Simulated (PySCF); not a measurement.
NICS in isomers of C4H5NS.

Definitions: NICS(0) = −σiso at the ring centroid; NICS(1) = −σiso and NICS(1)zz = −σzz at ±1 Å along the ring normal z. Level: GIAO B97-2/pcSseg-2 (PySCF, non-relativistic, gas phase) on the PBE0-D3(BJ)/def2-TZVP geometries, one conformer each. Atom numbers follow the mapped SMILES.

**Question.** Order these rings by mean NICS(1)zz, lowest (most negative) first (ppm).
A. ring C2–C3–C4–S5–C6 in `[NH2:1][c:2]1[cH:3][cH:4][s:5][cH:6]1`
B. ring C2–C3–N4–C5–S6 in `[CH3:1][c:2]1[cH:3][n:4][cH:5][s:6]1`
C. ring C2–C3–S4–C5–N6 in `[CH3:1][c:2]1[cH:3][s:4][cH:5][n:6]1`

**Answer.** C (-28.9), B (-27.5), A (-25.2).

```
  SMILES                                                     ring  NICS(0)  NICS(1)  NICS(1)zz  HOMA  rms pucker (Å)  ring atoms with four or more neighbours
Cc1cscn1  5-membered ring with N and S; formal bonds all aromatic    -12.3    -10.6      -28.9  0.88            0.00                                        0
Cc1cncs1  5-membered ring with N and S; formal bonds all aromatic    -11.6    -10.1      -27.5  0.86            0.00                                        0
Nc1ccsc1        5-membered ring with S; formal bonds all aromatic    -13.0     -9.0      -25.2  0.84            0.00                                        0
```

NICS(0) gives another order. The isotropic NICS(1) gives the same order. HOMA uses Krygowski's 1993 parameters. NICS(1) and NICS(1)zz are means over the two faces.
